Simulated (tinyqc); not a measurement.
Worked calculation: Pariser-Parr-Pople SCF with singles CI, for the molecule C=C1C=C1 (SMILES; centres numbered as the heavy atoms are written). One step of it, computed by the program tinyqc.

Task: Iteration 1: Fock matrix. F_rr = H_rr + P_rr gamma_rr / 2 + sum_(s != r) P_ss gamma_rs; F_rs = H_rs - P_rs gamma_rs / 2; E = tr P (H + F) / 2 + core repulsion sum_(r<s) z_r z_s gamma_rs.

P at the start, lower triangle:
```
           1C        2C        3C        4C
1C   1.488056
2C   0.758288  0.876828
3C  -0.305614  0.452674  0.817558
4C  -0.305614  0.452674  0.817558  0.817558
```

core matrix H (eV), lower triangle:
```
            1C          2C          3C          4C
1C  -23.709071
2C   -2.390000  -27.198114
3C    0.000000   -2.390000  -25.453592
4C    0.000000   -2.390000   -2.390000  -25.453592
```

repulsion gamma_rs (eV), lower triangle:
```
           1C         2C         3C         4C
1C  11.130000
2C   5.345539  11.130000
3C   3.601766   5.346287  11.130000
4C   3.601766   5.346287   5.345539  11.130000
```

Centres (angstrom, eV; a flat drawing with bonds scaled to 1.40 angstrom):
```
centre          x          y  core charge z          W   gamma_rr
1C       1.656000   0.000000              1  11.160000  11.130000
2C       0.256000   0.000000              1  11.160000  11.130000
3C      -0.956000   0.700000              1  11.160000  11.130000
4C      -0.956000  -0.700000              1  11.160000  11.130000
```

Give: F; pi energy.

Result:

F (eV), lower triangle:
```
        1C      2C      3C      4C
1C  -4.852
2C  -4.417  -5.622
3C   0.550  -3.600  -6.486
4C   0.550  -3.600  -4.575  -6.486
```

pi energy = -49.780 eV
